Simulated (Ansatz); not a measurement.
# C₂H₅NOS: one species, many methods

One table from this session's results is given with a row withheld; the runs are named, their logs left out.

Program: Ansatz 0.2.0, Gaussian basis. Level of theory: functionals in def2-TZVPP, the program's frozen cores in correlated methods. These are calculated values, not measurements.

Levels to be run: PBE-D4, r2SCAN-D4, PBE0-D4, B3LYP-D4, ωB97X-V, ωB97M-V, B2PLYP; CCSD(T)/def2-TZVPP; MP2/def2-QZVPP; extrapolation to the limit.

## Structure used throughout

An earlier PBE0-D4 in a triple-zeta def2 set relaxation fixed the geometry.

SMILES `N=C(O)CS`, 10 atoms, charge 0, spin multiplicity 1.

Atoms are counted from 1 here; the program's logs count them from 0.

Bond lengths: N1–C2 1.258 Å, N1–H6 1.018 Å, C2–O3 1.346 Å, C2–C4 1.506 Å, O3–H7 0.967 Å, C4–S5 1.798 Å, C4–H8 1.091 Å, C4–H9 1.093 Å, S5–H10 1.343 Å. Angles: C2–N1–H6 110.2°, N1–C2–O3 120.9°, N1–C2–C4 129.4°, O3–C2–C4 109.7°, C2–O3–H7 106.2°, C2–C4–S5 115.4°, C2–C4–H8 109.3°, C2–C4–H9 108.4°, S5–C4–H8 110.9°, S5–C4–H9 106.1°, H8–C4–H9 106.2°, C4–S5–H10 96.8°.

The first run:

in.yaml reads:

```yaml
crystal:
  periodic: [false, false, false]
  atoms:
    - {symbol: N, position_ang: [-1.082767, 0.629848, 1.018852]}
    - {symbol: C, position_ang: [-0.347427, 0.621471, -0.001266]}
    - {symbol: O, position_ang: [-0.156164, 1.740591, -0.723845]}
    - {symbol: C, position_ang: [0.418097, -0.519179, -0.619529]}
    - {symbol: S, position_ang: [0.407277, -2.053893, 0.317769]}
    - {symbol: H, position_ang: [-1.121931, -0.299438, 1.432297]}
    - {symbol: H, position_ang: [-0.681981, 2.430822, -0.296881]}
    - {symbol: H, position_ang: [1.439669, -0.197427, -0.826930]}
    - {symbol: H, position_ang: [-0.031556, -0.752554, -1.588308]}
    - {symbol: H, position_ang: [1.240084, -1.651442, 1.290842]}
basis:
  gaussian: {orbitals: def2-TZVPP}
hamiltonian: {xc: pbe, dispersion: d4}
output: {forces: true, orbitals: {seedname: orbitals}}
```

Command:

```bash
$ ansatz run in.yaml --threads 4 --pin off --events-out ev --progress --plain --max-ram 10444MiB
```

Among the steps run: PBE-D4 (GGA); r2SCAN-D4 (meta-GGA); PBE0-D4 (hybrid); B3LYP-D4 (hybrid); ωB97X-V (range-separated); ωB97M-V (range-separated); B2PLYP (double hybrid); CCSD(T) in def2-TZVPP; MP2 in def2-QZVPP.

One table of the session follows, with a row left open; its other results are not shown here.

It belongs to the step «Atomisation energies». 

```
            method  atomisation energy (kJ/mol)
            PBE-D4                       3964.8
         r2SCAN-D4                       3833.2
           PBE0-D4                       3850.8
          B3LYP-D4                       3825.7
           ωB97X-V                       3840.8
           ωB97M-V                       3849.1
            B2PLYP                       3779.7
     HF/def2-TZVPP                       2576.5
    MP2/def2-TZVPP                       3788.7
   CCSD/def2-TZVPP                       3624.0
CCSD(T)/def2-TZVPP                       3701.8
           MP2/CBS                            ?
       CCSD(T)/CBS                       3820.3
```

Q: Estimate the row for MP2/CBS from the others.

**Answer.** atomisation energy (kJ/mol): 3907.2. In the column «atomisation energy (kJ/mol)» it lies between PBE0-D4 (3850.8) and PBE-D4 (3964.8).

Caveats from the session: Free atoms (1 N, 2 C, 1 O, 1 S, 5 H) were run apart at each level; the atomisation energy is their sum less the molecule, without zero-point or spin-orbit terms.
